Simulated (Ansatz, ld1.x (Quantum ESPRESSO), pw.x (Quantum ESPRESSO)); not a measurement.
## From atom to crystal: TM potential for Ag

silver (Ag), norm-conserving Troullier–Martins (Kleinman–Bylander form), made with ld1.x (Quantum ESPRESSO) 7.5 (PBEsol, scalar-relativistic). Core [Kr], reference 4d10 5s1 5p0. Waves: 5s (bound): rc 2.50 bohr; 4d (bound): rc 1.35 bohr; 5p (bound, empty): rc 3.05 bohr. Local part: the p channel. Core correction: none.

Atomic tests: cutoffs needed: 80 Ry and 110 Ry (the cutoffs (Ry, on a coarse ladder) from which the occupation-weighted sum of valence levels, in a spherical-Bessel basis at the reference potential, stays within 10 and 1 mRy of its value at 400 Ry); ghost test: no extra level below or beside the all-electron valence levels (s, d, p, f tested) (spherical-Bessel basis up to 400 Ry, 20 bohr box); configuration tests: 1 of 7 tests not solved or not reliable.

Crystal test: bcc Ag in pw.x 7.5, no spin, 14³ k-points, Fermi–Dirac smearing 0.01 Ry, cutoffs 135/540 Ry. The lattice is a test structure that the element need not adopt, and mesh and smearing are coarse.

pw.x input:

```
&control
  calculation='scf', prefix='x', pseudo_dir='./', outdir='./tmp', tstress=.true., disk_io='none'
/
&system
  ibrav=0, nat=1, ntyp=1, ecutwfc=135, ecutrho=540, nbnd=13,
  occupations='smearing', smearing='fd', degauss=0.01
/
&electrons
  conv_thr=1e-09, mixing_beta=0.4, electron_maxstep=70
/
ATOMIC_SPECIES
Ag 1.0 Ag.UPF
CELL_PARAMETERS angstrom
  -1.61285222 1.61285222 1.61285222
  1.61285222 -1.61285222 1.61285222
  1.61285222 1.61285222 -1.61285222
ATOMIC_POSITIONS crystal
Ag 0.0000 0.0000 0.0000
K_POINTS automatic
14 14 14 0 0 0
```

```bash
pw.x < Ag.scf.in > Ag.scf.out
```

Problem. How does the run end?

Solution. It converges; the pressure is 10.42 GPa against -0.02 GPa from all-electron LAPW. The largest radius (3.05 bohr) exceeds half the bond length (2.64 bohr), so the spheres overlap, which is one possible source of error among others. This is a poor potential for the solid. Atomic configuration tests: 1 of 7 tests not solved or not reliable. The log shows:

```
     number of electrons       =        11.00
     number of Kohn-Sham states=           13
     kinetic-energy cutoff     =     135.0000  Ry
     charge density cutoff     =     540.0000  Ry
     scf convergence threshold =      1.0E-09
     Exchange-correlation= PBESOL
     number of k points=   104  Fermi-Dirac smearing, width (Ry)=  0.0100
     iteration #  1     ecut=   135.00 Ry     beta= 0.40
     total energy              =     -74.36112734 Ry
     estimated scf accuracy    <       0.06405011 Ry
     iteration #  2     ecut=   135.00 Ry     beta= 0.40
     total energy              =     -74.37156523 Ry
     estimated scf accuracy    <       0.00078300 Ry
     iteration #  3     ecut=   135.00 Ry     beta= 0.40
     total energy              =     -74.37164890 Ry
     estimated scf accuracy    <       0.00012446 Ry
     iteration #  4     ecut=   135.00 Ry     beta= 0.40
     total energy              =     -74.37165054 Ry
     estimated scf accuracy    <       0.00000122 Ry
     iteration #  5     ecut=   135.00 Ry     beta= 0.40
     total energy              =     -74.37165064 Ry
     estimated scf accuracy    <       0.00000004 Ry
     iteration #  6     ecut=   135.00 Ry     beta= 0.40
     total energy              =     -74.37165064 Ry
     estimated scf accuracy    <          3.3E-09 Ry
     iteration #  7     ecut=   135.00 Ry     beta= 0.40
     the Fermi energy is    13.3741 ev
!    total energy              =     -74.37165064 Ry
     estimated scf accuracy    <          1.6E-10 Ry
     smearing contrib. (-TS)   =      -0.00168114 Ry
     The total energy is F=E-TS. E is the sum of the following terms:
     one-electron contribution =      -3.44224263 Ry
     hartree contribution      =      12.86081550 Ry
     xc contribution           =     -11.54952218 Ry
     ewald contribution        =     -72.23902020 Ry
     convergence has been achieved in   7 iterations
          total   stress  (Ry/bohr**3)                   (kbar)     P=      104.24
     Message from routine punch:
     Nothing written, as per user request (disk_io='none')
```
